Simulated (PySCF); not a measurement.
# SF₄, singlet: computed properties

Computed with PySCF, PBE, basis S def2-TZVP, F def2-TZVP (no relativity, density fitting).

The structure is a minimum.

```xyz
5
charge 0 multiplicity 1, angstrom
S     0.0000    0.0000   -0.3871
F     0.0000    1.6824   -0.2996
F     0.0000   -1.6824   -0.2996
F     1.2225    0.0000    0.6254
F    -1.2225    0.0000    0.6254
```

```json
{
  "Point group": "C2v",
  "Bond lengths": "S–F 1.587 Å (×2), S–F 1.685 Å (×2)",
  "Bond angles": "F–S–F 88.1° (×4), F–S–F 100.7°, F–S–F 174.0°",
  "Principal quadrupole moments (Buckingham, traceless) about the centre of mass": "-6.00, 2.70, 3.30 D Å",
  "Atomisation energy without zero-point energy": "1512 kJ/mol",
  "Principal polarisabilities": "20.7, 24.8, 33.1 bohr³",
  "Heat capacity Cp at 298.15 K": "78.6 J/(mol K)",
  "Entropy at 298.15 K and 1 bar": "299.5 J/(mol K)",
  "Rotational constants": "0.2111, 0.1291, 0.1026 cm⁻¹",
  "Dipole moment": "0.64 D",
  "Zero-point energy": "28.2 kJ/mol",
  "Enthalpy at 298.15 K above 0 K": "15.74 kJ/mol",
  "Highest occupied level": "-8.35 eV",
  "Lowest empty level": "-3.38 eV",
  "Rotational symmetry number": "2"
}
```

Harmonic modes (masses in u: S 31.972, F 18.998):
```
symmetry  ω (cm⁻¹)  IR (km/mol)  μ (u)     type
      a1       204          0.7  19.01     bend
      b2       309          7.9  20.79     bend
      a2       416          0.0  19.00     bend
      a1       472         14.1  21.09     bend
      b1       480          0.4  19.31     bend
      a1       519          4.6  19.03  stretch
      b1       706          578  25.49  stretch
      b2       788          174  23.03  stretch
      a1       822          104  23.28    mixed
```

In C2v the vibrations span 4a1 + 2b2 + a2 + 2b1. The a2 mode carries no infrared intensity, as symmetry demands.

Charges (e):
| atom | Mulliken | Löwdin | polar tensor | Mayer order to S1 |
| --- | --- | --- | --- | --- |
| S1 | 0.72 | 0.51 | 2.29 | – |
| F2,3 | -0.24 | -0.20 | -0.65 | 0.97 |
| F4,5 | -0.11 | -0.05 | -0.50 | 1.13 |

Mulliken populations on S1: s 5.90, p 8.54, d 0.73, f 0.11.

Outer orbital energies (eV). occupied: -12.31, -11.74, -11.65, -10.49, -10.21, -9.85, -9.70, -8.35; empty: -3.38, -1.47, 0.07, 4.82.

Counting electrons, sulfur keeps 2 of its valence electrons outside its bonds, so the VSEPR class is AX4E1 and the expected shape is see-saw (C2v), as computed.

The final relaxation and frequency run took 49 s on 4 threads of a shared Arm Neoverse V1 host, with 161 basis functions and 16 gradients; the process peaked at 1.7 GiB.
